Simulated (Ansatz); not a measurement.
The cluster S₄⁻. Charge -1, multiplicity 2. Geometry PBE-D4/def2-TZVPD.

```xyz
4

S     1.1139   -1.4202   -0.6858
S    -0.3299    1.6045   -1.0222
S     0.0898   -1.1018    0.9662
S    -0.8738    0.9174    0.7418
```

At PBE-D4/def2-SVPD, PBE-D4/def2-TZVPD the highest occupied level of the charge -1 doublet lies above zero (up to 0.19 eV). By energy differences its removal costs 2.41 eV (vertical, to the charge 0 singlet, at PBE-D4/def2-TZVPD); a positive level beside a positive removal energy at the same level points to self-interaction error. The structure comes from a short search, and lower isomers may exist.

Problem. Estimate the α-spin orbital energies around the gap (eV) in Ansatz with PBE-D4/def2-SVPD, PBE-D4/def2-TZVPD, r2SCANh-D4/def2-TZVPD, PBE0-D4/def2-SVPD, PBE0-D4/def2-TZVPD.

Solution. 
```json
{"orbital": "HOMO−13", "PBE-D4/def2-SVPD": "-150.44", "PBE-D4/def2-TZVPD": "-149.96", "r2SCANh-D4/def2-TZVPD": "-155.08", "PBE0-D4/def2-SVPD": "-157.08", "PBE0-D4/def2-TZVPD": "-156.64"}
{"orbital": "HOMO−12", "PBE-D4/def2-SVPD": "-16.09", "PBE-D4/def2-TZVPD": "-15.83", "r2SCANh-D4/def2-TZVPD": "-17.62", "PBE0-D4/def2-SVPD": "-18.65", "PBE0-D4/def2-TZVPD": "-18.37"}
{"orbital": "HOMO−11", "PBE-D4/def2-SVPD": "-14.73", "PBE-D4/def2-TZVPD": "-14.48", "r2SCANh-D4/def2-TZVPD": "-16.15", "PBE0-D4/def2-SVPD": "-17.14", "PBE0-D4/def2-TZVPD": "-16.88"}
{"orbital": "HOMO−10", "PBE-D4/def2-SVPD": "-11.25", "PBE-D4/def2-TZVPD": "-11.12", "r2SCANh-D4/def2-TZVPD": "-12.54", "PBE0-D4/def2-SVPD": "-13.37", "PBE0-D4/def2-TZVPD": "-13.23"}
{"orbital": "HOMO−9", "PBE-D4/def2-SVPD": "-9.40", "PBE-D4/def2-TZVPD": "-9.34", "r2SCANh-D4/def2-TZVPD": "-10.64", "PBE0-D4/def2-SVPD": "-11.37", "PBE0-D4/def2-TZVPD": "-11.31"}
{"orbital": "HOMO−8", "PBE-D4/def2-SVPD": "-5.74", "PBE-D4/def2-TZVPD": "-5.55", "r2SCANh-D4/def2-TZVPD": "-6.44", "PBE0-D4/def2-SVPD": "-7.14", "PBE0-D4/def2-TZVPD": "-6.93"}
{"orbital": "HOMO−7", "PBE-D4/def2-SVPD": "-4.90", "PBE-D4/def2-TZVPD": "-4.75", "r2SCANh-D4/def2-TZVPD": "-5.62", "PBE0-D4/def2-SVPD": "-6.29", "PBE0-D4/def2-TZVPD": "-6.13"}
{"orbital": "HOMO−6", "PBE-D4/def2-SVPD": "-4.28", "PBE-D4/def2-TZVPD": "-4.19", "r2SCANh-D4/def2-TZVPD": "-5.18", "PBE0-D4/def2-SVPD": "-5.85", "PBE0-D4/def2-TZVPD": "-5.75"}
{"orbital": "HOMO−5", "PBE-D4/def2-SVPD": "-4.09", "PBE-D4/def2-TZVPD": "-3.93", "r2SCANh-D4/def2-TZVPD": "-4.70", "PBE0-D4/def2-SVPD": "-5.33", "PBE0-D4/def2-TZVPD": "-5.16"}
{"orbital": "HOMO−4", "PBE-D4/def2-SVPD": "-3.05", "PBE-D4/def2-TZVPD": "-2.98", "r2SCANh-D4/def2-TZVPD": "-3.87", "PBE0-D4/def2-SVPD": "-4.50", "PBE0-D4/def2-TZVPD": "-4.41"}
{"orbital": "HOMO−3", "PBE-D4/def2-SVPD": "-1.67", "PBE-D4/def2-TZVPD": "-1.57", "r2SCANh-D4/def2-TZVPD": "-2.19", "PBE0-D4/def2-SVPD": "-2.73", "PBE0-D4/def2-TZVPD": "-2.62"}
{"orbital": "HOMO−2", "PBE-D4/def2-SVPD": "-1.31", "PBE-D4/def2-TZVPD": "-1.23", "r2SCANh-D4/def2-TZVPD": "-1.80", "PBE0-D4/def2-SVPD": "-2.31", "PBE0-D4/def2-TZVPD": "-2.22"}
{"orbital": "HOMO−1", "PBE-D4/def2-SVPD": "-0.88", "PBE-D4/def2-TZVPD": "-0.84", "r2SCANh-D4/def2-TZVPD": "-1.55", "PBE0-D4/def2-SVPD": "-2.12", "PBE0-D4/def2-TZVPD": "-2.06"}
{"orbital": "HOMO", "PBE-D4/def2-SVPD": "0.14", "PBE-D4/def2-TZVPD": "0.19", "r2SCANh-D4/def2-TZVPD": "-0.48", "PBE0-D4/def2-SVPD": "-1.04", "PBE0-D4/def2-TZVPD": "-0.98"}
{"orbital": "LUMO", "PBE-D4/def2-SVPD": "1.99", "PBE-D4/def2-TZVPD": "2.08", "r2SCANh-D4/def2-TZVPD": "2.43", "PBE0-D4/def2-SVPD": "2.63", "PBE0-D4/def2-TZVPD": "2.74"}
{"orbital": "LUMO+1", "PBE-D4/def2-SVPD": "2.34", "PBE-D4/def2-TZVPD": "2.33", "r2SCANh-D4/def2-TZVPD": "2.89", "PBE0-D4/def2-SVPD": "3.07", "PBE0-D4/def2-TZVPD": "2.99"}
{"orbital": "LUMO+2", "PBE-D4/def2-SVPD": "3.64", "PBE-D4/def2-TZVPD": "3.23", "r2SCANh-D4/def2-TZVPD": "3.84", "PBE0-D4/def2-SVPD": "4.23", "PBE0-D4/def2-TZVPD": "3.61"}
{"orbital": "LUMO+3", "PBE-D4/def2-SVPD": "3.78", "PBE-D4/def2-TZVPD": "3.42", "r2SCANh-D4/def2-TZVPD": "4.05", "PBE0-D4/def2-SVPD": "4.34", "PBE0-D4/def2-TZVPD": "3.87"}
{"orbital": "LUMO+4", "PBE-D4/def2-SVPD": "4.00", "PBE-D4/def2-TZVPD": "3.56", "r2SCANh-D4/def2-TZVPD": "4.10", "PBE0-D4/def2-SVPD": "4.51", "PBE0-D4/def2-TZVPD": "4.02"}
{"orbital": "LUMO+5", "PBE-D4/def2-SVPD": "4.40", "PBE-D4/def2-TZVPD": "3.78", "r2SCANh-D4/def2-TZVPD": "4.34", "PBE0-D4/def2-SVPD": "5.00", "PBE0-D4/def2-TZVPD": "4.30"}
{"orbital": "β HOMO", "PBE-D4/def2-SVPD": "-0.45", "PBE-D4/def2-TZVPD": "-0.39", "r2SCANh-D4/def2-TZVPD": "-0.74", "PBE0-D4/def2-SVPD": "-1.16", "PBE0-D4/def2-TZVPD": "-1.09"}
{"orbital": "β LUMO", "PBE-D4/def2-SVPD": "0.64", "PBE-D4/def2-TZVPD": "0.71", "r2SCANh-D4/def2-TZVPD": "0.92", "PBE0-D4/def2-SVPD": "1.10", "PBE0-D4/def2-TZVPD": "1.20"}
```
